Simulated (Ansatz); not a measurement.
**How far each method lies from UCCSDT(Q) for SiPH3⁺ (H-bridged), doublet**

Geometry: that of the SiPH3 (H-bridged), singlet, kept fixed.

```xyz
5

Si   -0.0282    0.0000    1.0177
P    -0.0215    0.0000   -1.0416
H     1.2627    0.0000   -0.1869
H     0.0919    1.1877    1.9190
H     0.0919   -1.1877    1.9190
```

Basis cc-pVDZ; Ansatz 0.2.0. Correlated methods freeze the noble-gas cores, which leaves 11 electrons in 41 orbitals. Prefix R: restricted or restricted open-shell reference; prefix U: unrestricted.

Full CI isn't at hand for all of this; UCCSDT(Q) serves as the reference, and is uncertain by the last step of the cluster series or more. The frozen core follows each run's orbitals, which can shift R against U totals by a few meV.

For open shells CISD is restricted-active-space CI with the open shells as a complete middle space.

The UHF ⟨S²⟩ is 0.767 and the T1 diagnostic (RCCSD) is 0.0201. The largest doubles amplitude (RCCSD) is 0.045 and the T1 diagnostic (UCCSD) is 0.0171.

| level | E − E(UCCSDT(Q)) (kcal/mol) | share of correlation (%) | wall time |
| --- | --- | --- | --- |
| RHF | 147.99 | 0.00 | – |
| UHF | 145.14 | 1.93 | – |
| RMP2 | 30.44 | 79.43 | – |
| UMP2 | 30.80 | 79.19 | – |
| CISD | 17.40 | 88.25 | 3.1 s |
| RCCSD | 5.60 | 96.22 | – |
| UCCSD | 5.53 | 96.27 | – |
| RCCSD(T) | 1.06 | 99.28 | 4.3 s |
| UCCSD(T) | 1.07 | 99.28 | 4.5 s |
| BCCD(T) | 1.04 | 99.30 | 2.4 s |
| RCCSDT | 0.25 | 99.83 | – |
| UCCSDT | 0.25 | 99.83 | – |
| RCCSDT(Q) | 0.02 | 99.99 | 35 s |

The correlation energy at UCCSDT(Q), counted from RHF, is -6.417 eV. That run took 30 s on 1 thread of Arm Neoverse V1, shared host.

Times hold each run's SCF and search for its determinant on a shared host, so for small cases they say little of a method's own cost; they ran on 1 thread of Arm Neoverse V1. Some runs computed forces too.
